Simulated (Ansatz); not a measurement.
Basis sets compared for SiMe2H2 (C₂H₈Si). The state is a singlet with charge 0. Geometry PBE0-D4/def2-TZVP. Ansatz on 2 threads of AMD EPYC 7R43 on a shared host; times are rough, and most runs start from earlier orbitals.

Cartesian coordinates in Å:
```
C 1.0017 0.0436 1.2259
C -0.5808 -0.5224 -1.3776
Si -0.4645 0.5284 0.1675
H 1.0612 0.6682 2.1200
H 1.9377 0.1574 0.6730
H 0.9241 -0.9981 1.5477
H -1.4420 -0.2317 -1.9835
H -0.6893 -1.5800 -1.1241
H 0.3158 -0.4130 -1.9930
H -0.3456 1.9641 -0.2172
H -1.7184 0.3836 0.9614
```

Binding counts from free atoms (C triplet, Si triplet, H doublet) in the same basis, without a counterpoise term.

```csv
level,functions,energy (Eh),HOMO (eV),LUMO (eV),binding per atom (eV),wall time
PBE-D4/def2-SVP,86,-370.1047,-7.46,0.80,3.68,2.1 s
PBE0-D4/def2-SVP,86,-370.1596,-8.82,1.62,3.67,2.4 s
```

**Question.** Estimate the rows for PBE-D4/def2-TZVP (with forces), PBE0-D4/def2-TZVP.

**Answer.** 
```tsv
level	functions	energy (Eh)	HOMO (eV)	LUMO (eV)	binding per atom (eV)	wall time
PBE-D4/def2-TZVP (with forces)	147	-370.2994	-7.50	0.29	3.68	4.3 s
PBE0-D4/def2-TZVP	147	-370.3496	-8.82	1.07	3.66	4.1 s
```
